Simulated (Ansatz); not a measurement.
System: anatase TiO₂ (metastable phase). Method: r²SCAN (PAW; Ansatz, a first-principles code).

Settings: plane-wave cutoff 560 eV, 12×12×12 k mesh, Fermi–Dirac smearing 0.01 eV, no spin polarisation, scalar-relativistic PAW data made under PBE.

Equation-of-state points:

```json
[
 {"V (Å³/atom)": "10.942", "E − E_lowest (meV/atom)": "11.33"},
 {"V (Å³/atom)": "11.170", "E − E_lowest (meV/atom)": "2.78"},
 {"V (Å³/atom)": "11.398", "E − E_lowest (meV/atom)": "0.00"},
 {"V (Å³/atom)": "11.625", "E − E_lowest (meV/atom)": "2.63"},
 {"V (Å³/atom)": "11.853", "E − E_lowest (meV/atom)": "10.28"}
]
```

Task: Estimate the bulk modulus and its pressure derivative from these points.

Result: V0 = 11.398 Å³/atom, B0 = 190 GPa, B′ = 2.5 (fit to the energies at full precision).

Shape and atoms are relaxed at each volume.

Computed values are for the static lattice.
